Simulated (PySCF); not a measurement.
Compound: C₄H₆O.
InChI=1S/C4H6O/c1-3-5-4-2/h1H,4H2,2H3

Torsions of this conformer, `[CH:1]#[C:2][O:3][CH2:4][CH3:5]`: C2–O3–C4–C5 70°.

The closed-shell ground state was solved at several levels (PySCF, density fitting, gas phase, non-relativistic). Geometry: PBE0-D3(BJ)/def2-TZVP, one conformer, isolated molecule.

| level | basis functions | HOMO (eV) | LUMO (eV) | gap (eV) | dipole (D) |
| --- | --- | --- | --- | --- | --- |
| B97-2/pcSseg-2 | 264 | -6.70 | 0.61 | 7.31 | 2.23 |
| KT3/pcSseg-2 | 264 | -5.74 | -0.31 | 5.43 | 2.18 |
| PBE0/pcSseg-2 | 264 | -6.97 | 0.59 | 7.56 | 2.23 |

(1) Estimate the row for wB97X-D/pcSseg-2, a basis of 264 functions; the other rows only guide the guess.

(2) Over all these levels, which gives the widest orbital gap and which the narrowest?

(3) In the pcSseg-2 basis, how does the gap go with the fixed share of exact exchange?

(4) How far do the dipole and the HOMO energy spread over the levels?

Answers

(1) HOMO -8.83 eV, LUMO 2.27 eV, gap 11.10 eV, dipole 2.25 D.

(2) wB97X-D/pcSseg-2 (range-separated hybrid) has the widest, 11.10 eV, and KT3/pcSseg-2 (GGA) the narrowest, 5.43 eV. From the narrowest to the widest the HOMO moves by -3.09 eV and the LUMO by +2.58 eV.

(3) KT3 (0 %) 5.43 eV; B97-2 (21 %) 7.31 eV; PBE0 (25 %) 7.56 eV. Each rise in the share widens the gap here.

(4) The dipole runs from 2.18 to 2.25 D (mean 2.22 D) and the HOMO from -8.83 to -5.74 eV.
